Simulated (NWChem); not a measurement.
# One shape, several levels: C3H6O2 (methyl acetate)

Aim: a comparison of 5 runs (HF/STO-3G, HF/3-21G, B3LYP/6-31G*, MP3/6-31G*) of C3H6O2 (methyl acetate). 

Program for the calculation: NWChem 7.3.0.

69 further runs of the same task are left out: 69 set aside as unsound or not needed.

## Step 1: The system as given

The species is C3H6O2 (11 atoms), meant as a singlet with charge 0. As SMILES, `COC(C)=O`. The C1–H6 distance was set to 1.964 Å, away from the relaxed value. At this shape a bond of the SMILES string is far longer than usual.

Bond lengths: C1–O2 1.423 Å, O2–C3 1.341 Å, C3–C4 1.498 Å, C3–O5 1.201 Å, C1–H7 1.091 Å, C1–H8 1.088 Å, C4–H9 1.092 Å, C4–H10 1.087 Å, C4–H11 1.092 Å. Some angles: C1–O2–C3 115.2°, O2–C3–C4 111.1°, O2–C3–O5 123.3°, C4–C3–O5 125.6°, O2–C1–H7 110.7°, O2–C1–H8 105.9°, C3–C4–H9 109.9°, C3–C4–H10 109.5°, C3–C4–H11 109.9°, H7–C1–H8 110.5°.

## Step 2: The energy at HF/STO-3G (run 1)

Contents of c3h6o2.nw:

```
start c3h6o2
title "C3H6O2"
memory stack 880 mb heap 220 mb global 1100 mb
charge 0
geometry units angstrom noautosym nocenter noautoz
C    -1.866123    0.414695    0.066136
O    -1.070223   -0.747705   -0.138064
C     0.099877   -0.537205   -0.758964
C     0.859277   -1.817305   -0.923864
O     0.466977    0.546495   -1.124164
H    -0.908700    1.724200    1.172600
H    -2.118523    0.880595   -0.887464
H    -2.766223    0.073995    0.573036
H     1.051477   -2.263305    0.053736
H     1.798077   -1.619605   -1.434564
H     0.264277   -2.531805   -1.495664
end
basis "ao basis" spherical bse
* library STO-3G
end
scf
thresh 1e-08
maxiter 80
print medium
end
task scf
```

Started as:

```
$ nwchem c3h6o2.nw > c3h6o2.out
```

Standard output:

```text
[...]
  functions       =    31
[...]
  wavefunction    = RHF
[...]
         Total SCF energy =   -263.174229239699
      One-electron energy =   -718.403209286247
      Two-electron energy =    275.179376902745
 Nuclear repulsion energy =    180.049603143803
        Time for solution =      2.3s
[...]
```

It took 3.3 s on 1 thread of Intel Xeon Platinum 8488C (Sapphire Rapids), shared host; peak memory 0.094 GiB.

## Step 3: The energy at HF/3-21G (run 2)

Contents of c3h6o2.xyz:

```xyz
11
C3H6O2 hf
C     -1.866123     0.414695     0.066136
O     -1.070223    -0.747705    -0.138064
C      0.099877    -0.537205    -0.758964
C      0.859277    -1.817305    -0.923864
O      0.466977     0.546495    -1.124164
H     -0.908700     1.724200     1.172600
H     -2.118523     0.880595    -0.887464
H     -2.766223     0.073995     0.573036
H      1.051477    -2.263305     0.053736
H      1.798077    -1.619605    -1.434564
H      0.264277    -2.531805    -1.495664
```

Contents of c3h6o2.nw:

```
start c3h6o2
title "C3H6O2 hf"
memory 2200 mb
geometry noautosym nocenter noautoz
  load c3h6o2.xyz
end
basis spherical bse
  * library 3-21G
end
scf
  thresh 1e-08
  maxiter 80
  print low
end
task scf energy
```

Started as:

```
$ nwchem c3h6o2.nw > c3h6o2.out
```

Standard output:

```text
[...]
  functions       =    57
[...]
  wavefunction    = RHF
[...]
         Total SCF energy =   -265.199247533702
      One-electron energy =   -718.447951383879
      Two-electron energy =    273.199100706375
 Nuclear repulsion energy =    180.049603143803
        Time for solution =      2.9s
 Task  times  cpu:        3.0s     wall:        3.0s
[...]
```

Wall time 3.9 s (1 thread of Intel Xeon Platinum 8488C (Sapphire Rapids), shared host); peak memory 0.097 GiB.

Runs 3 to 4 aren't shown in full; the table further down has their settings and results.

## Step 4: A single-point energy at MP3/6-31G(d) (spherical functions) (run 5)

Contents of input.nw:

```
echo
start input
title "C3H6O2"
memory stack 330 mb heap 110 mb global 1760 mb

geometry noautosym nocenter noautoz
C     -1.866123     0.414695     0.066136
O     -1.070223    -0.747705    -0.138064
C      0.099877    -0.537205    -0.758964
C      0.859277    -1.817305    -0.923864
O      0.466977     0.546495    -1.124164
H     -0.908700     1.724200     1.172600
H     -2.118523     0.880595    -0.887464
H     -2.766223     0.073995     0.573036
H      1.051477    -2.263305     0.053736
H      1.798077    -1.619605    -1.434564
H      0.264277    -2.531805    -1.495664
end

basis spherical bse
* library 6-31G*
end

scf
thresh 1e-08
maxiter 80
print low
end

tce
scf
mbpt3
freeze core 5
maxiter 60
end

task tce energy
```

Started as:

```
$ nwchem input.nw > input.out
```

Standard output:

```text
[...]
  functions       =    82
[...]
  wavefunction    = RHF
[...]
         Total SCF energy =   -266.686058630686
      One-electron energy =   -720.610378776584
      Two-electron energy =    273.874717002095
 Nuclear repulsion energy =    180.049603143803
        Time for solution =     14.0s
[...]
         Wavefunction type : Restricted Hartree-Fock
          No. of electrons :    40
[...]
         Spin multiplicity : singlet
[...]
```

Wall time 35 s (1 thread of Intel Xeon Platinum 8488C (Sapphire Rapids), shared host); peak memory 1.2 GiB.

## Step 5: Overview of the runs

```csv
run,level,iteration cap,module,energy (Eh),dipole moment (D),HOMO energy (eV),LUMO energy (eV),wall time
1,HF/STO-3G,80,scf,-263.174229,1.38,-7.69,5.49,3.3 s
2,HF/3-21G,80,scf,-265.199248,–,–,–,3.9 s
3,B3LYP/6-31G* (spherical functions),100,dft,-268.259807,2.41,-7.29,-1.74,48 s
4,B3LYP/6-31G* (Cartesian functions),100,dft,-268.264559,2.40,-7.30,-1.74,53 s
5,MP3/6-31G* (spherical functions),80,tce,-267.457642,–,–,–,35 s
```

## Step 6: What came out

```
                                          quantity          value
                               run 5: total energy  -267.45764 Eh
run 5: correlation energy (5 core orbitals frozen)     -771.6 mEh
```

What this shows: Over runs 1, 3, 4 the dipole moment (its size) runs from 1.38 D (HF/STO-3G) to 2.41 D (B3LYP/6-31G*). The two ends differ in method and basis. Over runs 1, 3, 4 the HOMO–LUMO gap runs from 5.56 eV (B3LYP/6-31G*) to 13.18 eV (HF/STO-3G). In run 1 the basis is minimal, so the values are rough. In runs 1, 2, 3, 4, 5 a closed-shell determinant meets a far-stretched bond, which it describes badly. All runs together took 2.4 min, the longest 53 s.
